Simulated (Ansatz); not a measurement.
Input and command of a calculation in Ansatz (plane waves; scalar-relativistic PAW potentials unless the input names others):

```yaml
crystal:
  lattice:
    - [2.7958635058, 0.0, 0.0]
    - [-1.3979317529, 2.4212888215, 0.0]
    - [0.0, 0.0, 10.1721835173]
  atoms:
    - { symbol: Os, position: [0.3333333333, 0.6666666667, 0.6110451807] }
    - { symbol: Os, position: [0.6666666667, 0.3333333333, 0.1110451807] }
    - { symbol: Os, position: [0.3333333333, 0.6666666667, 0.8889548193] }
    - { symbol: Os, position: [0.6666666667, 0.3333333333, 0.3889548193] }
    - { symbol: C, position: [0.3333333333, 0.6666666667, 0.25] }
    - { symbol: C, position: [0.6666666667, 0.3333333333, 0.75] }
basis:
  ecutwfc: 420
kpoints:
  mp_grid: { grid: [18, 18, 4] }
hamiltonian:
  xc: pbe
  hubbard: { sites: [{ species: Os, l: d, u_eff: 3.0 }], double_counting: fll }
  dispersion: d3bjatm
scf:
  occupations: { method: gaussian, width: 0.1 }
output:
  forces: true
  eigenvalues: true
  stress: true
```

```bash
ansatz run input.yaml --threads 1 --pin off --max-ram 2560MiB --backend cpu --events-out ev --progress --plain --runs-dir out
```

Abridged log:
```
Os: projections on atomic orbitals take those of the free atom [Kr 4d10 4f14] 5s2 5p6 5d6 6s2, of charge +0.00 (hamiltonian.pseudopotentials.projection_atoms); the dataset's partial waves leave at most 7.8e-5 of an orbital's norm unspanned inside its sphere
C: projections on atomic orbitals take those of the free atom [He] 2s2 2p2, of charge +0.00 (hamiltonian.pseudopotentials.projection_atoms); the dataset's partial waves leave at most 3.7e-9 of an orbital's norm unspanned inside its sphere
Pseudopotentials: kind: paw
Pseudopotential: Os, paw, valence charge 16, recommended cutoff 420 eV (normal)
Pseudopotential: C, paw, valence charge 4, recommended cutoff 420 eV (normal)
Functional definition: PBE
Crystal: 6 atoms, lattice volume = 68.862 Å³
Basis set: ecut = 420 eV, 1341 PW (Γ), exchange–correlation on 40×40×144 points (8 copies of the dense FFT grid, shifted against one another)
Bands: 44, of which v1, the nominal top of the filled ones, is band 36 counted from 1 (35 counted from 0)
Symmetry: 24 space group operations
Space group: P63/mmc (ITA 194), of the structure as read, at distance tolerance 4.1e-5 Å
k-points: 111 of 1296
Initial density: superposition of atomic densities (chi_scale 0.1, normalization cell, long waves of neutral atoms under a Hubbard term (reshape's long-wave potential 0.04 eV rms, cloud 2.20 Å wide))
Initial wavefunctions: pseudopotential atomic-orbital guess
Functional: x = pbe(κ = 0.804, μ = 0.21951497), c = pbe(β = 0.06672455)
SCF iter   1: F=—  HF=-46027.014691 eV  |F-HF|=—  |Δ(HF+E_count)|=         —  Δρ=7.09e-2  dr2=3.94e0  ethr=3.10e-3  ⟨swp⟩=5.5  Hψ=16158  notcnv=0
SCF iter   2: F=—  HF=-46026.537839 eV  |F-HF|=—  |Δ(HF+E_count)|=   4.77e-1  Δρ=2.61e-2  dr2=2.85e-1  ethr=3.10e-3  ⟨swp⟩=2.6  Hψ=8329  notcnv=0  defer=166
SCF iter   3: F=—  HF=-46026.699334 eV  |F-HF|=—  |Δ(HF+E_count)|=   1.61e-1  Δρ=1.26e-2  dr2=9.39e-2  ethr=3.96e-4  ⟨swp⟩=2.0  Hψ=7114  notcnv=0  defer=166
SCF iter   4: F=—  HF=-46026.724112 eV  |F-HF|=—  |Δ(HF+E_count)|=   2.48e-2  Δρ=3.18e-3  dr2=6.79e-3  ethr=1.30e-4  ⟨swp⟩=2.0  Hψ=6429  notcnv=0  defer=166
SCF iter   5: F=—  HF=-46026.724233 eV  |F-HF|=—  |Δ(HF+E_count)|=   1.21e-4  Δρ=4.91e-4  dr2=3.72e-4  ethr=9.42e-6  ⟨swp⟩=2.1  Hψ=7231  notcnv=0  defer=160
SCF iter   6: F=—  HF=-46026.724214 eV  |F-HF|=—  |Δ(HF+E_count)|=   1.94e-5  Δρ=1.23e-4  dr2=1.36e-5  ethr=5.17e-7  ⟨swp⟩=2.0  Hψ=6389  notcnv=0  defer=159
SCF iter   7: F=—  HF=-46026.724213 eV  |F-HF|=—  |Δ(HF+E_count)|=   1.59e-7  Δρ=2.03e-5  dr2=1.60e-7  ethr=1.89e-8  ⟨swp⟩=2.0  Hψ=7000  notcnv=0  defer=159
SCF iter   8: F=-46026.724213 eV  HF=-46026.724213 eV  |F-HF|=1.38e-9  |Δ(HF+E_count)|=   7.04e-9  Δρ=3.56e-6  dr2=5.29e-9  ethr=1.39e-10  ⟨swp⟩=8.0  Hψ=17180  notcnv=0
SCF 1 converged in 8 iterations: F = -46026.724213 eV  dr2 = 5.29e-9
SCF converged after 8 iterations
Free energy (F): -46026.724213 eV
Harris-Foulkes:  -46026.724213 eV  (|F-HF|=1.38e-9)
Internal energy: -46026.701399 eV  (E = F + TS)
E sigma→0 (E₀):  -46026.712806 eV
Entropy (-TS):   -0.022814 eV (-3.802 meV/atom)
Fermi energy:    23.442922 eV
  E_disp       = -2.621828  (pairwise vdW)
--- Forces (eV/Å), atoms counted from 1 ---
  atom   1  Os     0.00000000     0.00000000     0.20190348
  atom   2  Os     0.00000000     0.00000000     0.20190348
  atom   3  Os     0.00000000     0.00000000    -0.20190348
  atom   4  Os     0.00000000     0.00000000    -0.20190348
  atom   5  C      0.00000000     0.00000000     0.00000000
  atom   6  C      0.00000000     0.00000000     0.00000000
--- Stress (GPa, compression-positive) ---
       -5.818866       0.000000       0.000000
        0.000000      -5.818866       0.000000
        0.000000       0.000000      -7.675195
  P = ⅓ Tr σ = -6.4376 GPa (-64.376 kbar)
Occupation matrices written to <dir>
```

Apart from outputs, empty bands and the relaxation, which only the reference makes, the input differs from a reference run on usual settings in hamiltonian.hubbard: not typed → {"sites": [{"species": "Os", "l": "d", "u_eff": 3.0}], "double_counting": "fll"}; hamiltonian.dispersion: not typed → "d3bjatm". The reference, at the same geometry, ended its own course with pressure 0.00 GPa, largest force 0.000 eV/Å, no gap on the mesh. This run converged in 8 SCF iterations with an energy at zero smearing 1.7 eV/atom above the reference's (the Hamiltonian itself differs), pressure -6.44 GPa, largest force 0.202 eV/Å, no gap on the mesh.

The run took 26 s on 1 thread of Arm Neoverse V1, with other jobs on the host, peak memory 0.71 GiB.